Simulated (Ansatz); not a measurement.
A made-up structure of C₂H₅B, closed shell:

```xyz
8
angstrom
B -0.9394 -0.0923 -0.5321
C 0.1758 0.6334 0.2618
C 0.4063 -0.5761 0.0672
H -2.0495 -0.2017 -1.1583
H 0.8618 1.2813 -0.3354
H -0.0395 0.8432 1.3368
H 0.3385 -1.1640 1.0142
H 1.2461 -0.7238 -0.6541
```

It is relaxed with PBE-D4/def2-SVP and then PBE0-D4/def2-TZVP (Ansatz 0.2.0). Atoms count as bonded within 1.22 times the sum of their covalent radii (H–H: 0.88 Å). The end point is not checked to be a true minimum.

(1) Does its bonding change? (Judge from chemistry; the calculation decides.)

Answers

(1) The calculation gives: No: no bond forms or breaks.

Where it ends: The first stage lowers the energy by 2.47 eV in 5 steps. It ends as C₂H₅B ([BH]1[CH2][CH2]1):
```
8
angstrom
B -0.8699 -0.0860 -0.4925
C 0.1276 0.7734 0.2722
C 0.4108 -0.7202 0.0326
H -1.8968 -0.1875 -1.0738
H 0.7402 1.4962 -0.2601
H -0.0953 1.0898 1.2878
H 0.3735 -1.3862 0.8906
H 1.2100 -0.9796 -0.6567
```

Labels in which every atom is bracketed show which atoms are joined, not bond orders.

For scale, one of the runs: PBE0-D4/def2-TZVP relaxation, 123 basis functions, launched by `ansatz run in.yaml --threads 2 --pin off --events-out ev --progress --plain --max-ram 4352MiB`. Hardware: 2 CPU threads of an Arm Neoverse V2, shared host. Wall time about 7 s.
